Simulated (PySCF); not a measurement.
hydrogen isocyanide cation (CHN), SMILES [C-]#[NH+] (connectivity only; charge and spin as stated), charge +1, multiplicity 2. Atoms are numbered in the order given.

```xyz
3

C      0.0000     0.0000     0.7257
N      0.0000     0.0000    -0.4157
H      0.0000     0.0000    -1.4442
```
Charge +1, spin multiplicity 2.

Coordinates come from a PBE-D3(BJ)/def2-TZVPD optimisation. The multiplicity is an assumed one; other spin states were not compared.

Level of theory: B3LYP/pcH-1 in PySCF.

Unrestricted Kohn–Sham, ⟨S²⟩ = 0.774. Hyperfine tensors hold the contact and dipolar terms, without spin-orbit corrections.

**Question.** Estimate the hyperfine couplings. (An estimate is asked for; the answer gives what the named calculation found.)

**Answer.** 
| nucleus | A(iso) (MHz) | A(iso) (G) | dipolar principal values (MHz) |
|---|---|---|---|
| 13C no. 1 | 1714.6 | 611.8 | -46.6, -46.6, 93.3 |
| 14N no. 2 | 50.5 | 18.0 | -10.8, -10.8, 21.5 |
| 1H no. 3 | 50.7 | 18.1 | -0.6, -0.6, 1.2 |
